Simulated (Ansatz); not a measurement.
`FC1CCCO1`, charge 0, multiplicity 1.

Q: Give a relaxed structure at PBE0-D4/def2-TZVP (Ansatz 0.2.0). (Best estimate.)

A: Computed: 
Z-matrix (Å, degrees):
```
C
C 1 1.512
O 1 1.373 2 106.6
F 1 1.393 2 108.8 3 118.4
H 1 1.092 2 116.4 3 -121.9
C 2 1.525 1 101.0 3 -36.0
H 2 1.089 1 112.2 3 -158.2
H 2 1.093 1 108.9 3 81.2
C 3 1.433 1 110.3 2 22.9
H 6 1.090 2 113.3 1 155.3
H 6 1.091 2 110.0 1 -83.3
H 9 1.094 3 107.7 1 -120.2
H 9 1.092 3 108.9 1 122.2
```
This is one stationary point; other conformers may exist.
